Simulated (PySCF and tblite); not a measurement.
The numbers below are computed, except where a source is named.
C4H7N, numbered as in [C-:1]#[N+:2][CH2:3][CH2:4][CH3:5].

The ensemble was built from 60 distance-geometry starts (ETKDG and KDG, MMFF94s, GFN2-xTB) and rests on PBE0-D3(BJ)/def2-SVP geometries. Energies: PBE0-D3(BJ)/pcSseg-1 (IEF-PCM, chloroform), with GFN2-xTB thermal terms (modes under about 100 cm⁻¹ blended into free rotors). Symmetry numbers and mirror images are counted. Conformers within 3 kcal/mol (GFN2-xTB free energy) were kept, 3 at most. Programs: PySCF with density fitting and tblite.

Torsions listed: N2–C3–C4–C5. Of a mirror pair one member is shown.

| conformer | shape | symmetry | dipole D |
| --- | --- | --- | --- |
| 1 | -61° | C1 (pair) | 4.57 |
| 2 | 180° | Cs | 4.68 |

Problem. Which of these conformers is the most populated at 298.15 K, and with what share?

Solution. Conformer 1, about 79 %.

Problem. Give the DFT energies and free energies relative to the lowest, and all weights.

Solution. 
```csv
conformer,shape,E(DFT) kcal/mol,G(298.15 K) kcal/mol,weight %
1,-61°,0.00,0.00,79.4
2,180°,0.43,0.80,20.6
```

Problem. How does its share change from 200 K to 400 K?

Solution. From 84 % to 76 %; the mixing entropy goes from 2.03 to 2.14 cal/(mol K).
